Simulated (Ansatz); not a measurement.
# ClHSSi: basis-set convergence

One table from this session's results is given with a row withheld; the runs are named, their logs left out.

Computed with Ansatz 0.2.0, Gaussian basis. Level: one geometry, several basis sets.

The runs, in order: PBE0-D4/def2-SVP; ωB97M-V/def2-SVP; PBE0-D4/def2-QZVPP; ωB97M-V/def2-QZVPP; CCSD(T)/cc-pV(D+d)Z; CCSD(T)/cc-pV(T+d)Z; CCSD(T)/cc-pV(Q+d)Z; the functionals' def2-TZVPP values are taken from earlier runs.

## The geometry

All runs share one geometry, relaxed beforehand with PBE0-D4 in a triple-zeta def2 set.

SMILES `S[Si]Cl`, 4 atoms, charge 0, spin multiplicity 1.

Atoms are counted from 1 here; the program's logs count them from 0.

Bond lengths: S1–Si2 2.135 Å, S1–H4 1.346 Å, Si2–Cl3 2.086 Å. Angles: Si2–S1–H4 92.8°, S1–Si2–Cl3 97.3°.

The first run:

Input file in.yaml:

```yaml
crystal:
  periodic: [false, false, false]
  atoms:
    - {symbol: S, position_ang: [-0.093079, 0.947972, -0.588683]}
    - {symbol: Si, position_ang: [-0.226972, -0.909902, 0.454071]}
    - {symbol: Cl, position_ang: [1.776849, -1.039735, 1.019063]}
    - {symbol: H, position_ang: [-1.401296, 0.941367, -0.904650]}
basis:
  gaussian: {orbitals: def2-SVP}
hamiltonian: {xc: pbe0, dispersion: d4}
output: {orbitals: {seedname: orbitals}}
```

The run is started by

```console
$ ansatz run in.yaml --threads 4 --pin off --events-out ev --progress --plain --max-ram 10444MiB
```

Steps of the session up to this table: PBE0-D4 in def2-SVP; ωB97M-V in def2-SVP; PBE0-D4 in def2-QZVPP; ωB97M-V in def2-QZVPP.

One table of the session follows, with a row left open; its other results are not shown here.

```
functional       basis  HOMO (eV)  LUMO (eV)
   PBE0-D4    def2-SVP      -7.17      -2.42
   PBE0-D4  def2-TZVPP      -7.24      -2.49
   PBE0-D4  def2-QZVPP      -7.27      -2.53
   ωB97M-V    def2-SVP      -9.14      -0.36
   ωB97M-V  def2-TZVPP      -9.25      -0.50
   ωB97M-V  def2-QZVPP          ?          ?
```

**Question.** Estimate the row for ωB97M-V, def2-QZVPP.

**Answer.** HOMO (eV): -9.30; LUMO (eV): -0.58. In the column «HOMO (eV)» it is the lowest.
